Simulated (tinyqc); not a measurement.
Inside a calculation. Method: CIS and TDHF on RHF in the sto-6g basis, frozen core, for H2F+, spin multiplicity 1. One step of it, computed by the program tinyqc.

Task: CIS matrix, singlets. A(ia,jb) = (e_a - e_i) d_ij d_ab + 2 (ia|jb) - (ij|ab).

orbital energies (hartree): MO1 -26.942240, MO2 -2.040794, MO3 -1.155013, MO4 -1.064400, MO5 -1.032698, MO6 -0.053402, MO7 0.087415

Two-electron integrals over orbitals (pq|rs), unique and non-zero (hartree); the lowest 1 orbital is frozen and left out:
```
p,q,r,s,(pq|rs)
2,2,2,2,0.864834
3,2,2,2,-0.002032
3,2,3,2,0.156495
3,3,2,2,0.759335
3,3,3,2,0.003234
3,3,3,3,0.734151
4,2,2,2,-0.001474
4,2,3,2,-0.000761
4,2,3,3,-0.008099
4,2,4,2,0.159491
4,3,2,2,-0.004412
4,3,3,2,0.005665
4,3,3,3,-0.005409
4,3,4,2,0.006057
4,3,4,3,0.049449
4,4,2,2,0.811869
4,4,3,2,0.006962
4,4,3,3,0.708863
4,4,4,2,-0.087647
4,4,4,3,-0.005906
4,4,4,4,0.874533
5,2,5,2,0.182806
5,3,5,2,0.003938
5,3,5,3,0.038441
5,4,5,2,-0.034321
5,4,5,3,-0.001374
5,4,5,4,0.053476
5,5,2,2,0.884523
5,5,3,2,0.005144
5,5,3,3,0.747183
5,5,4,2,-0.053042
5,5,4,3,-0.006291
5,5,4,4,0.827566
5,5,5,5,0.998085
6,2,2,2,-0.142670
6,2,3,2,-0.009438
6,2,3,3,-0.090234
6,2,4,2,-0.044374
6,2,4,3,0.002907
6,2,4,4,-0.094991
6,2,5,5,-0.145098
6,2,6,2,0.075775
6,3,2,2,-0.028316
6,3,3,2,0.020456
6,3,3,3,-0.024976
6,3,4,2,0.007926
6,3,4,3,0.017552
6,3,4,4,-0.021932
6,3,5,5,-0.030398
6,3,6,2,0.011398
6,3,6,3,0.065552
6,4,2,2,-0.150004
6,4,3,2,0.007348
6,4,3,3,-0.090916
6,4,4,2,0.016626
6,4,4,3,0.004300
6,4,4,4,-0.156128
6,4,5,5,-0.155860
6,4,6,2,0.059195
6,4,6,3,0.021093
6,4,6,4,0.083056
6,5,5,2,-0.049664
6,5,5,3,-0.004079
6,5,5,4,-0.009131
6,5,6,5,0.025158
6,6,2,2,0.571823
6,6,3,2,0.023407
6,6,3,3,0.551551
6,6,4,2,0.066362
6,6,4,3,0.016446
6,6,4,4,0.540167
6,6,5,5,0.547244
6,6,6,2,-0.055164
6,6,6,3,0.022004
6,6,6,4,-0.023620
6,6,6,6,0.560432
7,2,2,2,-0.027931
7,2,3,2,0.065275
7,2,3,3,-0.012626
7,2,4,2,-0.001709
7,2,4,3,-0.023004
7,2,4,4,-0.021686
7,2,5,5,-0.027769
7,2,6,2,0.005273
7,2,6,3,-0.024054
7,2,6,4,0.011071
7,2,6,6,-0.011947
7,2,7,2,0.056486
7,3,2,2,0.206661
7,3,3,2,0.012237
7,3,3,3,0.162617
7,3,4,2,-0.058748
7,3,4,3,-0.000464
7,3,4,4,0.194290
7,3,5,5,0.228451
7,3,6,2,-0.066325
7,3,6,3,-0.008772
7,3,6,4,-0.088650
7,3,6,6,0.023723
7,3,7,2,-0.016348
7,3,7,3,0.160631
7,4,2,2,-0.008395
7,4,3,2,-0.055633
7,4,3,3,-0.005136
7,4,4,2,-0.004640
7,4,4,3,0.006446
7,4,4,4,-0.010542
7,4,5,5,-0.009291
7,4,6,2,0.007724
7,4,6,3,-0.040623
7,4,6,4,-0.002887
7,4,6,6,-0.022332
7,4,7,2,-0.009568
7,4,7,3,-0.013702
7,4,7,4,0.049479
7,5,5,2,-0.009338
7,5,5,3,0.024946
7,5,5,4,0.000329
7,5,6,5,0.001478
7,5,7,5,0.019612
7,6,2,2,0.002912
7,6,3,2,-0.085848
7,6,3,3,-0.000279
7,6,4,2,0.004705
7,6,4,3,-0.046973
7,6,4,4,-0.007125
7,6,5,5,-0.000816
7,6,6,2,-0.003221
7,6,6,3,-0.074460
7,6,6,4,-0.015705
7,6,6,6,-0.044895
7,6,7,2,0.006367
7,6,7,3,-0.019025
7,6,7,4,0.058045
7,6,7,6,0.145428
7,7,2,2,0.607302
7,7,3,2,-0.029706
7,7,3,3,0.608100
7,7,4,2,0.009994
7,7,4,3,-0.013820
7,7,4,4,0.580205
7,7,5,5,0.591893
7,7,6,2,-0.044199
7,7,6,3,-0.032530
7,7,6,4,-0.034364
7,7,6,6,0.524353
7,7,7,2,-0.007116
7,7,7,3,0.057045
7,7,7,4,0.018370
7,7,7,6,0.042617
7,7,7,7,0.586898
```

Give: CIS matrix A, singlet.

Result:

CIS matrix A, singlet (hartree), lower triangle:
```
,2>6,2>7,3>6,3>7,4>6,4>7,5>6,5>7
2>6,1.5671
2>7,0.0076,1.6339
3>6,-0.0006,0.0377,0.6812
3>7,-0.0468,-0.0030,-0.0173,0.9556
4>6,0.0520,0.0174,0.0257,-0.1303,0.6369
4>7,0.0107,-0.0291,-0.0343,-0.0136,0.0014,0.6706
5>6,0.0000,0.0000,0.0000,0.0000,0.0000,0.0000,0.4824
5>7,0.0000,0.0000,0.0000,0.0000,0.0000,0.0000,0.0038,0.5674
```
